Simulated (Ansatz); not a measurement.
Relaxation of AlCl2H (4 atoms, charge 0, multiplicity 1), to a largest force component of 0.03 eV/Å in at most 50 steps.

Method: Ansatz, RKS PBE-D4/def2-SVPD.

```xyz
4
Properties=species:S:1:pos:R:3:forces:R:3
Al -0.997 0.000 0.482 -0.03 0.00 0.00
H 1.579 0.000 1.471 0.54 0.00 -0.67
Cl 2.434 0.000 0.436 -0.51 0.00 0.66
Cl -1.649 0.000 -1.600 0.01 0.00 0.01
```

Q: Where does it end, and by what steps?

A: The run converged. The force dipped under the threshold on the way, but the program's further checks kept it going. After 18 steps the energy has fallen by 0.096 eV; Cl3 moved furthest, 1.07 Å.

```
step  energy less start (eV)  largest force component (eV/Å)  accepted
   0                  0.0000                           0.669       yes
   1                 -0.0041                           0.603       yes
   2                 -0.0136                           0.413       yes
   3                 -0.0200                           0.077       yes
   4                 -0.0187                           0.537        no
   5                 -0.0224                           0.171       yes
   6                 -0.0314                           0.060       yes
   7                 -0.0364                           0.482       yes
   8                 -0.0479                           0.199       yes
   9                 -0.0567                           0.575       yes
  10                 -0.0628                           0.365       yes
  11                 -0.0833                           0.090       yes
  12                 -0.0653                           0.857        no
  13                 -0.0902                           0.032       yes
  14                 -0.0921                           0.154       yes
  15                 -0.0952                           0.007       yes
  16                 -0.0955                           0.009       yes
  17                 -0.0954                           0.050        no
  18                 -0.0956                           0.007       yes
```

```xyz
4
Properties=species:S:1:pos:R:3
Al -0.568 0.000 -0.258
H 1.626 0.000 0.842
Cl 2.811 0.000 1.441
Cl -2.502 0.000 -1.235
```

Whether the end is a true minimum wasn't checked by a vibrational analysis.

The run took 21 s on 2 threads of Arm Neoverse V1, with other jobs on the host, peak memory 0.14 GiB.
